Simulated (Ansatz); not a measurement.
**SiH₂ (triplet): B2PLYP, RPA-PBE over a scan of the angle H2–Si1–H3, cc-pVDZ**

How well do these functionals follow the top wave-function level for SiH₂ (triplet) over a scan of the angle H2–Si1–H3?

Computed with Ansatz 0.2.0, Gaussian basis. Level: cc-pVDZ, all electrons in the functionals, frozen cores in the correlation of double hybrids and RPA.

To be run: B2PLYP, RPA-PBE, at 68.9°; 90.2°; 107.8°; 118.7°; 121.6°; 140.9°; 156.6°; 180.0°.

10 further runs of the same task are left out: 1 for a mislabelled method, 5 that didn't finish, 4 set aside as unsound or not needed.

### Step 1. The geometry

The geometry derives from a PBE0/def2-TZVP stationary point (not a proven minimum). One angle is set to the value named; bond lengths are kept.

3 atoms, charge 0, spin multiplicity 3.

Atoms are counted from 1 here; the program's logs count them from 0.

Bond lengths: Si1–H2 1.486 Å, Si1–H3 1.486 Å. Angles: H2–Si1–H3 118.7°.

No dispersion term is added.

The geometry shown and the zero of energy belong to the point 118.7°. The yardstick, FCI, and other wave-function levels (R restricted, U unrestricted, valence and pair active spaces) come from earlier runs.

### Step 2. B2PLYP, 68.9°

in.yaml reads:

```yaml
crystal:
  periodic: [false, false, false]
  atoms:
    - {symbol: Si, position_ang: [0.000000, -0.082065, 0.000000]}
    - {symbol: H, position_ang: [0.000000, 1.143343, -0.840626]}
    - {symbol: H, position_ang: [0.000000, 1.143343, 0.840626]}
basis:
  gaussian: {orbitals: cc-pVDZ}
magnetization: {spin_polarized: true, initial_magnetization: 2}
hamiltonian: {xc: {name: B2PLYP}}
correlation: {electrons: outside_noble_gas}
```

Started as:

```sh
> ansatz run in.yaml --threads 1 --pin off --events-out ev --progress --plain --max-ram 2393MiB
```

Further steps of the session: B2PLYP, 90.2°; B2PLYP, 107.8°; B2PLYP, 118.7°; B2PLYP, 121.6°; B2PLYP, 140.9°; B2PLYP, 156.6°; B2PLYP, 180.0°; RPA-PBE, 68.9°; RPA-PBE, 90.2°; RPA-PBE, 107.8°; RPA-PBE, 118.7°; RPA-PBE, 121.6°; RPA-PBE, 140.9°; RPA-PBE, 156.6°; RPA-PBE, 180.0°.

Before running them: what should the planned runs give, taken together? Wanted: span of the FCI curve; largest miss, B2PLYP; largest miss, RPA-PBE.

**Answer**, as computed:

```
             quantity                   value
span of the FCI curve           33.1 kcal/mol
 largest miss, B2PLYP   +0.8 kcal/mol (68.9°)
largest miss, RPA-PBE  -1.1 kcal/mol (180.0°)
```

In words: Of the functionals, B2PLYP keep the smallest largest miss at the points compared (at most 0.8 kcal/mol) and RPA-PBE strays most (1.1 kcal/mol, at 180.0°). Functionals and the yardstick converge differently with the basis, so part of each miss in cc-pVDZ is the basis.
